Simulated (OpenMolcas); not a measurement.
## Potential curves of Al₂⁺: spin-free states

Calculated with OpenMolcas 26.06: state-averaged CASSCF(5,8) over Al 3s 3p, Al 3s 3p, XMS-CASPT2 (IPEA 0.25, imaginary shift 0.2 hartree), scalar X2C, ANO-RCC-VTZP, then RASSI spin–orbit state interaction with atomic mean-field integrals. C2 symmetry about the axis (a holds Σ, Δ, Γ; b holds Π, Φ, H; Σ⁺ and Σ⁻ are not told apart); roots by multiplicity and irrep: 2a 6, 2b 6, 4b 4, 4a 5.

XMS-CASPT2 energies in eV from the lowest point. Curves are followed by energy order within each symmetry, so they are adiabatic and may change character at avoided crossings and where g and u states cross; Σ⁺ and Σ⁻ are counted together.

```csv
R (Å),(1)2Σ,(1)2Π,(2)2Π,(2)2Σ,(1)4Σ
2.421,0.986,0.824,3.146,3.850,2.905
2.562,0.549,0.646,2.808,3.708,3.036
2.688,0.295,0.584,2.571,3.540,3.220
2.815,0.137,0.573,2.385,3.420,3.433
2.956,0.038,0.602,2.228,3.316,3.680
3.096,0.000,0.644,2.109,3.222,3.921
3.293,0.002,0.734,1.985,3.068,4.226
3.547,0.080,0.860,1.871,2.847,4.541
```

The 5 lowest clean curves are shown; the next is (3)2Π, from 3.94 eV. Left out for impure symmetry, kinks or missing points, though low: (1)4Π, (1)2Δ. g and u states are not told apart. Only roots inside an energy window near the equilibrium distance were included, so the list of states is not complete; labels number the states computed. Each spin and symmetry block has orbitals of its own, averaged over its own roots, so gaps between blocks are less sure than gaps within one and near the minimum can be off by tenths of an eV, in bad cases by more. No Rydberg orbitals are active, so Rydberg states, and σ→σ* states whose orbital the CASSCF left unused, can be missing between those listed. CASPT2 splits the two components of degenerate states numerically, here by up to 81 cm⁻¹. Points that failed a check (symmetry, reference weights, a jump) are left out.
